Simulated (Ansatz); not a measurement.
This geometry of CH$_{3}$S$_{2}$ (6 atoms, charge 0, multiplicity 2) is a first-order saddle point.

Level of theory: UKS r2SCAN-D4/6-31G* in Ansatz.

```xyz
6
Properties=species:S:1:pos:R:3
C -0.288 0.492 -0.215
S 0.536 -0.410 1.157
S 1.140 -2.151 0.440
H -1.324 0.693 0.073
H 0.237 1.438 -0.385
H -0.259 -0.126 -1.116
```

(1) Which two structures does it join? (They come from a converged band through this point; their orientation in space is the band's.)

(2) How far does it lie above each of them?

Answers

(1) No bond is made or broken. The dihedral H6–C1–S2–S3 goes from 61 to -62°. The two ends are copies of one structure, up to a mirror image or an exchange of like atoms.

Initial state:

```xyz
6
Properties=species:S:1:pos:R:3
C -0.344 0.453 -0.191
S 0.024 -0.851 1.037
S 1.633 -1.791 0.375
H -1.231 0.987 0.164
H 0.504 1.140 -0.266
H -0.544 -0.003 -1.165
```

Final state:

```xyz
6
Properties=species:S:1:pos:R:3
C -0.242 0.503 -0.221
S 1.079 -0.327 0.733
S 0.685 -2.264 0.650
H -1.216 0.273 0.220
H -0.050 1.580 -0.167
H -0.215 0.170 -1.262
```

(2) 4.2 kJ/mol above the first and 4.2 kJ/mol above the second. This is the barrier of this one path; another mechanism may lie lower.

The run took 6.7 min on 1 thread of Arm Neoverse V1, with other jobs on the host, peak memory 0.16 GiB.
